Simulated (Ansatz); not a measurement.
**One structure, 3 elements: CuAs3, AgAs3, As3Au**

Plane-wave DFT in Ansatz with scalar-relativistic PAW potentials, cutoff 420 eV, Γ-centred meshes chosen by cell and gap, Gaussian smearing with energies taken to zero width. Every cell was relaxed (cell and atoms) in a run of its own, within the symmetry of its start. Functional: PBE.

All members share space group Pm-3m and the same sites; only the element on one set of sites changes (Cu, Ag, Au). Members needn't be the stable form of their composition. Energies over the elements, where given, are against the elements' standard states in the same functional (H₂, N₂, O₂ and halogens uncorrected, Hg as a solid). The first member:

Space group Pm-3m (No. 221). a = 4.142 Å, b = 4.142 Å, c = 4.142 Å, α = 90.00°, β = 90.00°, γ = 90.00°
| atom | site | symmetry | x | y | z |
| --- | --- | --- | --- | --- | --- |
| Cu | 1a | m-3m | 0.0000 | 0.0000 | 0.0000 |
| As | 3c | 4/mm.m | 0.0000 | 0.5000 | 0.5000 |

```csv
compound,V (Å³/atom),a (Å),energy over elements (eV/atom)
CuAs3,17.76,4.142,0.476
As3Au,19.31,4.259,0.462
```

Problem. Predict the member with Ag.

Solution. V (Å³/atom) 19.46, a (Å) 4.270, energy over elements (eV/atom) 0.443. Interpolating linearly in period between Cu and Au would give 18.54 Å³/atom (4.7 % too small), with 0.469 eV/atom over the elements. Over the whole series the volume has no steady trend down the group (least for Cu); all are metallic on the mesh; none is bound against its elements in this structure, and Ag comes closest. Au is no larger than Ag here (19.31 against 19.46 Å³/atom), as one expects from the lanthanide contraction and relativistic shrinking of 6s.

Spin-orbit coupling is left out, which matters for the bands of heavy elements.